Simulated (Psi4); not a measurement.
**How methods differ on C2H6Mg (SMILES [CH3][Mg][CH3])**

The species is C2H6Mg (9 atoms), meant as a singlet with charge 0. As SMILES, `[CH3][Mg][CH3]`. Geometry: optimised at PBE0/def2-TZVP.

| atom | x (Å) | y (Å) | z (Å) |
| --- | --- | --- | --- |
| C | -1.4392 | 1.2201 | -0.9994 |
| Mg | -0.3892 | -0.1848 | 0.1316 |
| C | 0.6603 | -1.5912 | 1.2613 |
| H | -2.3826 | 1.5072 | -0.5229 |
| H | -1.6887 | 0.8409 | -1.9962 |
| H | -0.8635 | 2.1406 | -1.1449 |
| H | 0.0622 | -1.9779 | 2.0933 |
| H | 0.9637 | -2.4548 | 0.6598 |
| H | 1.5737 | -1.1696 | 1.6947 |

Each level gives the HOMO–LUMO gap (eV). The values are calculated.

```json
{"level": "PBE-D4/def2-TZVPP (density fitting)", "kind": "GGA", "program": "Psi4", "value (eV)": "4.16"}
{"level": "r2SCAN-D4/def2-TZVPP (density fitting)", "kind": "meta-GGA", "program": "Psi4", "value (eV)": "4.82"}
{"level": "B3LYP-D4/def2-TZVPP (density fitting)", "kind": "global hybrid", "program": "Psi4", "value (eV)": "5.49"}
{"level": "PBE0-D4/def2-TZVPP (density fitting)", "kind": "global hybrid", "program": "Psi4", "value (eV)": "5.95"}
{"level": "wB97M-V/def2-TZVPP (density fitting)", "kind": "range-separated hybrid", "program": "Psi4", "value (eV)": "9.16"}
```

The values span 4.16 to 9.16 eV. Orbital gaps aren't excitation energies; they tend to grow with the share of exact exchange.
